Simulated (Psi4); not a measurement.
Complex: HF (SMILES F) (first 2 atoms) with HF (SMILES F); geometry from NCB31 set.
(charge 0, multiplicity 1):
```xyz
4

F      1.32374    -0.09023    -0.00001
H      1.74044     0.73339     0.00001
F     -1.45720     0.01926    -0.00001
H     -0.53931    -0.09466     0.00015
```

All values below come from SAPT0/jun-cc-pV(D+d)Z run with Psi4.

Problem. Give the four SAPT terms and the total, and say what mostly holds the pair together.

Solution. electrostatics -6.61, exchange 4.43, induction -1.68, dispersion -0.74, total -4.60 kcal/mol; the largest attraction is electrostatics.
